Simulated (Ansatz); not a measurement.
Geometry optimisation, RKS BHLYP-D4/def2-mTZVP in Ansatz.

Input:

```yaml
crystal:
  periodic: [false, false, false]
  atoms:
    - { symbol: Al, position_ang: [0.0, 0.0, 0.0] }
    - { symbol: F, position_ang: [1.2241, 0.0, 1.44] }
    - { symbol: H, position_ang: [1.739, 0.0, 0.2708] }
    - { symbol: Cl, position_ang: [-1.9312, 0.0, -1.115] }
basis:
  gaussian: { orbitals: def2-mTZVP }
hamiltonian:
  xc: { name: BHLYP }
  dispersion: d4
relax:
  f_tol: 0.15
  max_steps: 25
  restrain:
    - { distance: [1, 2], at: 2.12, k: 30.0 }
    - { distance: [0, 1], at: 1.69, k: 30.0 }
    - { distance: [0, 2], at: 1.56, k: 30.0 }
```

Command:

```bash
$ ansatz run input.yaml --threads 1 --pin off --max-ram 2048MiB --backend cpu --events-out ev --progress --plain --runs-dir out
```

Where does it end, and by what steps?

The run converged. The restraints hold the end off the free minimum; the threshold counts their pulls, which the force column leaves out. Restrained pairs: F2–H3 (1.28 → 2.19 Å), Al1–F2 (1.89 → 1.65 Å), Al1–H3 (1.76 → 1.53 Å). After 5 steps the energy has fallen by 3.620 eV (the restraints' own energy left out); F2 moved furthest, 0.60 Å.

| step | energy less start (eV) | largest force component (eV/Å) | accepted |
| --- | --- | --- | --- |
| 0 | 0.0000 | 0.994 | yes |
| 1 | -1.0349 | 3.135 | yes |
| 2 | -2.3343 | 2.782 | yes |
| 3 | -3.2349 | 1.885 | yes |
| 4 | -3.6219 | 1.583 | yes |
| 5 | -3.6200 | 1.611 | yes |

```xyz
4
Properties=species:S:1:pos:R:3
Al 0.245 0.000 0.050
F 0.663 0.000 1.642
H 1.745 0.000 -0.260
Cl -1.621 0.000 -0.836
```

Run time: 6.7 s on 1 thread of Intel(R) Xeon(R) 6975P-C (Granite Rapids) (shared host), peak memory 0.14 GiB.
